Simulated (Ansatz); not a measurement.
Species: C$_{5}$H$_{7}$ (charge 0, doublet). It need not be the lowest isomer of its formula. 
Structure (B3LYP-D3(BJ)/def2-TZVP (Ansatz, an electronic-structure program) minimum search):
SMILES: [CH]1CC12CC2
```xyz
12

C     -0.0104     0.0495     0.0458
C      0.0456     0.7415     1.2927
C     -0.0167    -0.7412     1.3247
C      0.7119     0.0323    -1.2558
C     -0.8028     0.0636    -1.2167
H      0.7274     1.4572     1.7258
H     -0.9501    -1.2144     1.6178
H      0.8707    -1.3020     1.6078
H      1.1880    -0.8930    -1.5566
H      1.2321     0.9313    -1.5612
H     -1.3336    -0.8396    -1.4890
H     -1.2999     0.9860    -1.4891
```
Charge 0, spin multiplicity 2.

Total electronic energies in hartree. Cores are frozen in the correlated levels unless marked. UHF or UKS for open shells. Spin-orbit coupling is left out. No relativistic terms. 

```json
[
 {"level": "HF/6-31G*", "program": "Ansatz", "energy (Eh)": "-193.27496"},
 {"level": "BLYP-D4/def2-TZVPD", "program": "Ansatz + dftd4", "energy (Eh)": "-194.57728"},
 {"level": "PBE0/def2-TZVP", "program": "Ansatz", "energy (Eh)": "-194.42809"},
 {"level": "r2SCANh/def2-TZVPD", "program": "Ansatz", "energy (Eh)": "-194.53996"},
 {"level": "r2SCAN0/def2-TZVPD", "program": "Ansatz", "energy (Eh)": "-194.53080"},
 {"level": "LC-wPBE-D4/def2-TZVPD", "program": "Ansatz + dftd4", "energy (Eh)": "-194.54926"},
 {"level": "B2GP-PLYP/def2-TZVPD", "program": "Ansatz", "energy (Eh)": "-194.42927"},
 {"level": "CCSD/6-31G", "program": "Ansatz", "energy (Eh)": "-193.66192"}
]
```

Totals of different functionals don't rank their quality; only differences between species are comparable.
